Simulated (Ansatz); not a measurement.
# B2⁺, doublet: the ladder up to full CI

Geometry: a point of a stretch scan, not a stationary point.

```yaml
atoms:
  - { symbol: B, position_ang: [0.0000, 0.0000, 0.0000] }
  - { symbol: B, position_ang: [0.0000, 0.0000, 2.3500] }
```

Basis cc-pVTZ; Ansatz 0.2.0. Correlated methods freeze the noble-gas cores, which leaves 5 electrons in 58 orbitals. R marks a restricted (for open shells ROHF) determinant, U an unrestricted one. Active spaces: pair = (3e, 3o) about the gap; valence = (5e, 8o) chosen from the atoms' valence shells.

Full CI is exact within this basis and frozen core; it isn't the basis-set limit. The frozen core follows each run's orbitals, which can shift R against U totals by a few meV.

Unrestricted rows (U) aren't spin-pure: their determinants' ⟨S²⟩ exceeds S(S+1) by up to 0.11, so they mix in states of higher spin. For open shells CISD is restricted-active-space CI with the open shells as a complete middle space.

- UHF ⟨S²⟩: 0.857
- T1 diagnostic (RCCSD): 0.0389
- largest doubles amplitude (RCCSD): 0.111
- T1 diagnostic (UCCSD): 0.0370

```json
{"level": "UHF", "E − E(RHF) (eV)": "-0.4086"}
{"level": "RMP2", "E − E(RHF) (eV)": "-2.7401"}
{"level": "UMP2", "E − E(RHF) (eV)": "-2.6892"}
{"level": "RCCSD", "E − E(RHF) (eV)": "-3.8459"}
{"level": "UCCSD", "E − E(RHF) (eV)": "-3.8625"}
{"level": "RCCSD(T)", "E − E(RHF) (eV)": "-3.9631"}
{"level": "UCCSD(T)", "E − E(RHF) (eV)": "-3.9630"}
```

Question: Estimate how far full CI in cc-pVTZ lies from RCCSD(T). The table doesn't fix it; the size of (T) and the diagnostics are the guide.

Answer: Full CI in cc-pVTZ lies 3.1 kJ/mol below RCCSD(T), which is 27 % of the (T) step (-11.3 kJ/mol). T1 is raised, and the rest is a large part of (T).

The other levels:

```csv
level,E − E(full CI) (kJ/mol),share of correlation (%),wall time
CISD,35.3,90.83,1.6 s
BCCD(T),3.3,99.15,2 s
RCCSDT,0.5,99.87,–
UCCSDT,0.4,99.90,–
RCCSDT(Q),0.1,99.98,22 s
UCCSDT(Q),0.0,100.00,20 s
CASSCF (pair space),314.0,18.53,–
NEVPT2 (pair space),115.0,70.17,0.66 s
MRCISD (pair space),26.9,93.02,–
MRCISD+Q (pair space),-6.9,101.79,0.93 s
CASSCF (valence space),124.2,67.77,–
NEVPT2 (valence space),27.0,93.00,1 s
MRCISD (valence space),2.8,99.28,–
MRCISD+Q (valence space),-1.0,100.25,2.6 s
```

The correlation energy at full CI, counted from RHF, is -3.995 eV. That run took 2 min on 1 thread of Arm Neoverse V1, shared host over 6,390,972 determinants.

Times hold each run's SCF and search for its determinant on a shared host, so for small cases they say little of a method's own cost; they ran on 1 thread of Arm Neoverse V1.

More than 5 meV below full CI, which no variational method can be: MRCISD+Q (pair space), MRCISD+Q (valence space).

The full-CI state has the irrep Ag of D2h, in the program's axes (one component, if the state is degenerate).

Natural occupations of full CI about the gap: 1.896 1.824 0.975 0.058 0.058 0.052 0.049 0.049 0.007 0.006; effectively unpaired electrons, Σ n²(2−n)², 1.20.
